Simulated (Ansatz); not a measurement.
# BH4NO: a nudged elastic band, and a look at its input

Aim: a nudged elastic band from the structure below. Read the input with care, then see what the program makes of it. The step meant is a 1,2-elimination at charge 0 and multiplicity 1, which changes O2–H4, B1–O2, N3–H4.

Method: PBE0-D4/def2-SVP; program: Ansatz 0.2.0, Gaussian basis.

### 1 The structure

```
B     0.1229    0.1422    0.3400
O     0.2361   -1.1228    0.8566
N    -0.3185    0.2924   -0.9771
H    -0.5566   -0.4908   -1.5616
H     0.3942    1.1132    0.9946
H     0.5449   -1.1225    1.7624
H    -0.4232    1.1882   -1.4149
```

### 2 The run

Input file run/in.yaml:

```yaml
crystal:
  periodic: [false, false, false]
  atoms:
    - {symbol: B, position_ang: [0.122912, 0.142225, 0.339977]}
    - {symbol: O, position_ang: [0.236135, -1.122784, 0.856626]}
    - {symbol: N, position_ang: [-0.318475, 0.292385, -0.977059]}
    - {symbol: H, position_ang: [-0.556604, -0.490778, -1.561628]}
    - {symbol: H, position_ang: [0.394241, 1.113222, 0.994565]}
    - {symbol: H, position_ang: [0.544851, -1.122543, 1.762438]}
    - {symbol: H, position_ang: [-0.423160, 1.188172, -1.414920]}
basis:
  gaussian: {orbitals: def2-SVP}
hamiltonian: {xc: pbe0, dispersion: d4}
neb:
  images: 5
  climbing: true
  max_iterations: 30
  initial_path: idpp
  final_atoms:
    - {symbol: B, position_ang: [0.004244, 0.571323, 0.189612]}
    - {symbol: O, position_ang: [-0.132048, -0.999963, 0.680438]}
    - {symbol: N, position_ang: [-0.267745, 0.527212, -1.095757]}
    - {symbol: H, position_ang: [-0.294419, -1.299008, -0.243609]}
    - {symbol: H, position_ang: [0.302656, 1.235533, 1.133778]}
    - {symbol: H, position_ang: [-0.302295, 1.354268, -1.670078]}
    - {symbol: H, position_ang: [0.689507, -1.389464, 1.005616]}
```

On the command line:

```
$ ansatz run in.yaml --threads 2 --pin off --events-out ev --progress --plain --max-ram 4352MiB
```

Before running it: what results should come out? Wanted: this run.

The runs gave:

| quantity | value |
| --- | --- |
| this run | not converged |
| fault | end atoms swapped |

Two like atoms were exchanged in the final structure, so the band follows another path than the intended step.
